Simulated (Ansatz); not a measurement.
# C4H6: up Jacob's ladder to CCSD(T)

An exercise on one series of results from a longer session: the logs are not shown, and one member is left open.

Method: functionals in def2-TZVPP, the program's frozen cores in correlated methods; program: Ansatz 0.2.0, Gaussian basis.

Levels to be run: LDA (SPW92), PBE-D4, revPBE-D4, BLYP-D4, r2SCAN-D4, B97M-V, PBE0-D4, B3LYP-D4, r2SCANh-D4, r2SCAN0-D4, HSE06-D4, BHLYP-D4, CAM-B3LYP-D4, LC-ωPBE, ωB97X-V, ωB97M-V, B2PLYP, PBE-QIDH; CCSD(T)/def2-SVP; CCSD(T)/def2-TZVPP; MP2/def2-QZVPP; extrapolation to the limit; RPA on PBE.

### Structure used throughout

All runs share one geometry, relaxed beforehand with PBE0-D4 in a triple-zeta def2 set.

10 atoms, charge 0, spin multiplicity 1.

Atoms are counted from 1 here; the program's logs count them from 0.

Bond lengths: C1–C2 1.509 Å, C1–H5 1.094 Å, C1–H6 1.094 Å, C1–H7 1.093 Å, C2–C3 1.498 Å, C2–C4 1.498 Å, C2–H8 1.093 Å, C3–C4 1.290 Å, C3–H9 1.077 Å, C4–H10 1.077 Å. Angles: C2–C1–H5 111.2°, C2–C1–H6 111.2°, C2–C1–H7 110.8°, H5–C1–H6 107.4°, H5–C1–H7 108.0°, H6–C1–H7 108.0°, C1–C2–C3 121.9°, C1–C2–C4 121.9°, C1–C2–H8 113.3°, C3–C2–C4 51.0°, C3–C2–H8 117.6°, C4–C2–H8 117.6°, C2–C3–C4 64.5°, C2–C3–H9 146.1°, C4–C3–H9 149.4°, C2–C4–C3 64.5°, C2–C4–H10 146.1°, C3–C4–H10 149.4°.

The first run:

The input, in.yaml:

```yaml
crystal:
  periodic: [false, false, false]
  atoms:
    - {symbol: C, position_ang: [-0.954002, 0.651144, -0.536529]}
    - {symbol: C, position_ang: [-0.161924, -0.497888, 0.037291]}
    - {symbol: C, position_ang: [0.852525, -0.296252, 1.120360]}
    - {symbol: C, position_ang: [1.332260, -0.549782, -0.049473]}
    - {symbol: H, position_ang: [-1.226441, 0.462792, -1.579606]}
    - {symbol: H, position_ang: [-1.882458, 0.809768, 0.020712]}
    - {symbol: H, position_ang: [-0.375383, 1.577536, -0.500191]}
    - {symbol: H, position_ang: [-0.704028, -1.447266, 0.020730]}
    - {symbol: H, position_ang: [1.016329, -0.071420, 2.161162]}
    - {symbol: H, position_ang: [2.186122, -0.689632, -0.691355]}
basis:
  gaussian: {orbitals: def2-TZVPP}
hamiltonian: {xc: lda}
output: {orbitals: {seedname: orbitals}}
```

Command:

```console
$ ansatz run in.yaml --threads 2 --pin off --events-out ev --progress --plain --max-ram 4352MiB
```

Steps of the session up to this table: LDA; PBE-D4 (GGA); revPBE-D4 (GGA); BLYP-D4 (GGA); r2SCAN-D4 (meta-GGA); B97M-V (meta-GGA); B3LYP-D4 (hybrid); r2SCANh-D4 (hybrid); r2SCAN0-D4 (hybrid); HSE06-D4 (hybrid); BHLYP-D4 (hybrid); CAM-B3LYP-D4 (range-separated); LC-ωPBE (range-separated); ωB97X-V (range-separated); ωB97M-V (range-separated); B2PLYP (double hybrid); PBE-QIDH (double hybrid).

One of the session's tables, all rows but one given; the rest of the session is left out.

It belongs to the step «Frontier levels by functional». 

```
  functional  HOMO (eV)  gap (eV)
 LDA (SPW92)          ?         ?
      PBE-D4      -6.08      5.11
   revPBE-D4      -6.02      5.15
     BLYP-D4      -5.93      5.09
   r2SCAN-D4      -6.23      5.54
      B97M-V      -6.26      5.65
     PBE0-D4      -7.21      7.32
    B3LYP-D4      -7.00      6.85
  r2SCANh-D4      -6.67      6.36
  r2SCAN0-D4      -7.32      7.59
    HSE06-D4      -6.80      6.53
    BHLYP-D4      -8.20      9.43
CAM-B3LYP-D4      -8.55      9.82
     LC-ωPBE      -9.94     12.46
     ωB97X-V      -9.55     11.95
     ωB97M-V      -9.46     11.70
```

Q: Estimate the row for LDA (SPW92) from the others.

The run gave: HOMO (eV): -6.22; gap (eV): 5.00. In the column «HOMO (eV)» it lies between r2SCAN-D4 (-6.23) and PBE-D4 (-6.08).
